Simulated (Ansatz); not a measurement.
## Which method gave which barrier?

Saddle point of SiNH5, singlet (SiNH₅ ([NH2][SiH3]) → SiH₂ + NH₃ (still joined by a long Si–N bond); bonds formed: N2–H3; bonds broken: Si1–H3; bonds weakened to dative contacts: Si1–N2), PBE0-D4/def2-TZVP structure:

```csv
atom,x (Å),y (Å),z (Å)
Si1,-0.5815,-0.1707,0.8281
N2,0.4305,-0.0827,-0.7625
H3,-0.6000,-0.9554,-0.5905
H4,-1.3509,1.1036,0.6922
H5,0.3289,0.0586,2.0014
H6,0.5452,0.7459,-1.3365
H7,1.2278,-0.6994,-0.8322
```

Program: Ansatz 0.2.0. Basis: def2-TZVPP, with def2-QZVPP for the basis limit. Cores are frozen in the correlated methods. Extrapolation: Hartree–Fock as exp(−7.88 √X), correlation as X^−2.97. Four methods, as single points on the PBE0-D4 structures, gave these electronic barriers from the start structure: 2.780, 3.041, 3.312, 3.998 eV.

(1) The methods were, in alphabetical order, HF, MP2, PBE-D4, r2SCAN-D4. Which gave which? (Judge from chemistry; the calculation decides.)

The T1 diagnostic stays at or below 0.014. The restricted Hartree–Fock reference is unstable towards an unrestricted one at one or more of these structures.

Results:

(1) The calculation gives: PBE-D4 2.780; r2SCAN-D4 3.041; MP2 3.312; HF 3.998 eV. For comparison, CCSD(T) at an estimated basis limit (MP2 extrapolated from triple and quadruple zeta, plus CCSD(T) − MP2 in triple zeta) gives 3.267 eV.

Losses and insertions of silylenes and their heavier kin drive the gas-phase chemistry of silicon and germanium vapour deposition.

Labels in which every atom is bracketed show which atoms are joined, not bond orders.

For scale, one of the runs: CCSD(T)/def2-TZVPP, 143 basis functions, launched by `ansatz run in.yaml --threads 2 --pin off --events-out ev --progress --plain --max-ram 4352MiB`. Time: 6.5 s of wall clock on 2 CPU threads of an Arm Neoverse V2; the host was shared. Peak host memory: 0.79 GiB.
